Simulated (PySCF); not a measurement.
Identify the unknown among the candidates.

All candidates are C4H10N2.

| technique | computed result |
| --- | --- |
| Couplings | largest of the computed one-bond spin–spin couplings (means over like bonds): 13C–1H +140.0 (×3), 13C–1H +132.5 (×3), 13C–1H +132.4 (×3), 15N–1H -78.0, 13C–13C +57.2, 13C–13C +39.7, 15N–13C -13.5, 15N–15N -13.4 Hz [B3LYP/pcJ-1, spin–dipole term left out for some pairs] |
| Dipole | 1.84 D [B3LYP/def2-SVPD] |
| 13C NMR | chemical shifts (computed TMS as zero) by class: 134.0 (1 C), 41.1 (1 C), 29.8 (1 C), 14.5 (1 C) ppm [GIAO PBE0/pcSseg-1] |
| 1H NMR | chemical shifts (computed TMS as zero) by class: 3.96 (1 H), 3.21 (3 H), 1.97 (3 H), 1.59 (3 H) ppm [GIAO PBE0/pcSseg-1] |
| Polarisability | 72.0 au [B3LYP/def2-SVPD] |
| Rotational structure | rotational constants A, B, C: 7.425, 2.064, 1.679 GHz [GFN2-xTB] |
| NMR, other nuclei | isotropic shieldings of nuclei other than C and H, by class: -107 (1 N), 144 (1 N) ppm [GIAO PBE0/pcSseg-1] |

Gas-phase values; electronic properties from PySCF, density fitting. Levels stand in brackets. One conformer (not necessarily the lowest) at the GFN2-xTB geometry, without solvent, vibrations or thermal averaging. Each NMR value is the plain mean over a class of atoms that symmetry, rotation or inversion makes alike.

Question: Which candidate is it?
A. `C[C@@H]1CCNN1`
B. `C1CNCCN1`
C. `C=CCN(C)N`
D. `CNN=C(C)C`
E. `NN1CCCC1`

Answer: D. It is `CNN=C(C)C`. Numbering: `[CH3:1][NH:2][N:3]=[C:4]([CH3:5])[CH3:6]`. Its formula, C4H10N2, gives 1 degree of unsaturation: 0 rings and 1 π bond in the structure found. 4 carbons fall into 4 classes; from least to most shielded: C=N carbon [C4] (134.0 ppm), N-methyl carbon [C1] (41.1 ppm), methyl carbon [C6] (29.8 ppm), methyl carbon [C5] (14.5 ppm). Hydrogen classes from least to most shielded: 1 H on a nitrogen bonded to C, N and H, N2 (3.96 ppm), 3 H on an N-methyl carbon, C1 (3.21 ppm), 3 H on a methyl carbon, C6 (1.97 ppm), 3 H on a methyl carbon, C5 (1.59 ppm). The other shieldings belong to: -107 ppm, C=N nitrogen [N3]; 144 ppm, nitrogen bonded to C, N and H [N2]. The couplings run between: +140.0 Hz, N-methyl carbon [C1] and its hydrogen (with 2 like pairs); +132.5 Hz, methyl carbon [C6] and its hydrogen (with 2 like pairs); +132.4 Hz, methyl carbon [C5] and its hydrogen (with 2 like pairs); -78.0 Hz, nitrogen bonded to C, N and H [N2] and its hydrogen; +57.2 Hz, C=N carbon [C4] and methyl carbon [C6]; +39.7 Hz, C=N carbon [C4] and methyl carbon [C5]; -13.5 Hz, nitrogen bonded to C, N and H [N2] and N-methyl carbon [C1]; -13.4 Hz, nitrogen bonded to C, N and H [N2] and C=N nitrogen [N3]. The optimised geometry has point group C1 and is an asymmetric top.

The others, at the same levels:
- `NN1CCCC1` fails: it has 2 carbon classes against 4; its computed 13C shifts are 62.0 (2 C), 26.3 (2 C) ppm, 1H shifts are 2.84 (4 H), 2.58 (2 H), 1.76 (4 H) ppm and rotational constant A is 5.495 GHz (against 7.425 GHz).
- `C1CNCCN1` fails: it has 1 carbon class against 4; its computed 13C shifts are 54.0 (4 C) ppm, 1H shifts are 2.69 (8 H), 0.24 (2 H) ppm and rotational constant A is 4.767 GHz (against 7.425 GHz).
- `C=CCN(C)N` fails: its computed 13C shifts are 147.1 (1 C), 118.7 (1 C), 66.7 (1 C), 54.2 (1 C) ppm, 1H shifts are 7.08 (1 H), 5.28 (1 H), 5.27 (1 H), 2.83 (2 H), 2.43 (3 H), 2.17 (2 H) ppm and rotational constant A is 7.872 GHz (against 7.425 GHz).
- `C[C@@H]1CCNN1` fails: its computed 13C shifts are 61.2 (1 C), 54.4 (1 C), 39.8 (1 C), 20.5 (1 C) ppm, 1H shifts are 3.10 (1 H), 3.02 (1 H), 2.70 (1 H), 2.60 (1 H), 1.96 (1 H), 1.93 (1 H), 1.23 (1 H), 1.18 (3 H) ppm and rotational constant A is 6.491 GHz (against 7.425 GHz).

Each candidate is one conformer, not necessarily the lowest. Dipoles, sizes and rotational constants follow the conformer. The torsions of the flexible species, by atom-mapped SMILES:
- `[CH3:1][NH:2][N:3]=[C:4]([CH3:5])[CH3:6]`: C1–N2–N3–C4 -160°
- `[CH2:1]=[CH:2][CH2:3][N:4]([CH3:5])[NH2:6]`: C1–C2–C3–N4 -136°, C2–C3–N4–C5 172°, H–N6–N4–C3 -78°, H–N6–N4–C3 162°

The conformers of `NN1CCCC1` and `C[C@@H]1CCNN1` aren't listed.
